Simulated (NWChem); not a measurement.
# Total energies of P (-1)

```
P
```
Charge -1, spin multiplicity 3.

All runs are NWChem calculations.

Basis set: def2-SVPD (24 functions).

```
method   total energy (Ha)
-------  -----------------
UHF             -340.54992
UMP2            -340.63363
UB2PLYP         -341.00964
UPBE            -340.97941
UB3LYP          -341.15980
UM06-2X         -341.12391
```

Total energies of different functionals aren't comparable as a measure of quality: only differences taken within one method are. 

The correlated methods keep 5 core orbitals frozen. B3LYP has NWChem's definition, with VWN1-RPA local correlation. No SCF solution was tested for a lower state. Open-shell Hartree-Fock references start from PBE0 orbitals.
